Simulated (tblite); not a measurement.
Species: 1-methylazetidine, C4H9N.
Structure used (GFN2-xTB), in Å, numbered top down from 1:
```xyz
14
C4H9N angstrom
C      1.7731   -0.1025   -0.0666
N      0.4224    0.0030   -0.5443
C     -0.5426   -1.0126   -0.1169
C     -1.5877    0.0904    0.0824
C     -0.4180    1.0764   -0.0088
H      1.8370   -0.1635    1.0333
H      2.3344    0.7700   -0.3999
H      2.2286   -0.9967   -0.4915
H     -0.2677   -1.5156    0.8197
H     -0.7452   -1.7628   -0.8832
H     -2.1347    0.0743    1.0212
H     -2.2830    0.1747   -0.7477
H     -0.5258    1.9200   -0.6927
H     -0.0914    1.4445    0.9729
```

Method: GFN2-xTB as coded in tblite; computed harmonic values from a numerical Hessian at the method's own geometry, unscaled. Errors from tens to a few hundred cm⁻¹ against measured bands are possible. One conformer, not necessarily the lowest.

Harmonic wavenumbers (cm⁻¹): 137.7, 208.6, 338.3, 358.8, 669.2, 790.5, 847.1, 936.6, 1010.8, 1030.1, 1056.5, 1073.4, 1074.4, 1156.7, 1168.8, 1184.4, 1212.8, 1237.7, 1238.6, 1266.5, 1290.6, 1409.2, 1465.8, 1479.0, 1484.0, 1489.4, 1495.7, 2823.7, 2871.9, 2877.1, 2964.2, 2966.2, 3009.1, 3010.3, 3023.9, 3036.9.

A = 10467, B = 4585, C = 3599 MHz; mass 71.073 u (most abundant isotopes); point group Cs, symmetry number 1.

Problem. What is the zero-point energy?

Solution. ½Σν̃ = 27347 cm⁻¹ = 327.15 kJ/mol.

Problem. Entropy at 298.15 K, 1 bar (ideal gas, RRHO, classical rotation)?

Solution. Translation 162.03, rotation 104.75, vibration 37.10: S = 303.9 J/(mol K).

Problem. And Cp and H(298.15 K) − H(0)?

Solution. Cp = 88.39 J/(mol K), of which vibrations give 55.13 (their classical limit is 36 R = 299.3); H(298.15 K) − H(0) = 16.66 kJ/mol without the zero-point energy, 6.75 from vibrations.

Problem. Blend soft modes into free rotors: weight 1/[1 + (100 cm⁻¹/ν̃)⁴] for the oscillator and the rest for a rotor with moment μB/(μ + B), μ = h/(8π²ν), B = 10⁻⁴⁴ kg m². What vibrational entropy results?

Solution. 36.88 J/(mol K) in place of 37.10, which changes −T·S at 298.15 K by +0.07 kJ/mol.

Problem. What must be added to the electronic energy to get the Gibbs energy at 298.15 K and 1 bar?

Solution. ZPE + [H(298.15 K) − H(0)] − T·S = 327.15 + 16.66 − 90.60 = 253.21 kJ/mol.

Hindered rotation and anharmonicity are outside this model. Other conformers, if any are populated, would add a mixing term that is left out.
